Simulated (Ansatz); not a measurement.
`CC1O/C1=C/F` → `C=C(O)C(=C)F`  (isomerisation)

Calculated with Ansatz (gas phase, PBE0-D4/def2-TZVP geometries, no zero-point term in ΔE). CBS: MP2 limit from def2 TZ/QZ plus the TZ coupled-cluster correction, frozen cores. DFT in def2-TZVPP. B3LYP here is the variant with VWN-RPA as its local correlation; programs differ in this. One conformer a species, not always the lowest.

| level | ΔE (kcal/mol) | difference from CCSD(T)/CBS |
| --- | --- | --- |
| r2SCAN-D4 | -27.7 | 2.0 |
| B3LYP-D4 | -29.4 | 0.3 |
| ωB97X-V | -24.8 | 4.9 |
| B2PLYP | -28.8 | 0.9 |
| PBE | -24.4 | 5.3 |
| r2SCAN | -27.6 | 2.1 |
| B3LYP | -28.6 | 1.1 |
| MP2/def2-TZVPP | -28.2 | 1.5 |
| SCS-MP2/def2-TZVPP | -27.9 | 1.8 |
| CCSD/def2-TZVPP | -28.9 | 0.8 |
| CCSD(T)/def2-TZVPP | -29.0 | 0.7 |
| HF/def2-QZVPP | -31.8 | -2.1 |
| MP2/def2-QZVPP | -28.5 | 1.2 |
| SCS-MP2/def2-QZVPP | -28.2 | 1.5 |
| HF/CBS(def2) | -31.8 | -2.1 |
| CCSD/CBS(def2) | -29.6 | 0.1 |
| CCSD(T)/CBS | -29.7 | 0 |

Largest T1 diagnostic among the species: 0.013.

From PBE to PBE0 (25 % exact exchange), in def2-TZVPP and without D4, ΔE moves by −1.0 kcal/mol. In def2-TZVPP, CCSD(T) changes the Hartree–Fock value by +2.9 kcal/mol (the triples alone add −0.0 kcal/mol) and MP2 by +3.7 kcal/mol. The D4 term adds −0.7 kcal/mol with B3LYP and −0.4 kcal/mol with PBE0; it sums over pairs of atoms, weighted by their polarisabilities, and B3LYP, whose exchange is more repulsive, gets the larger term.
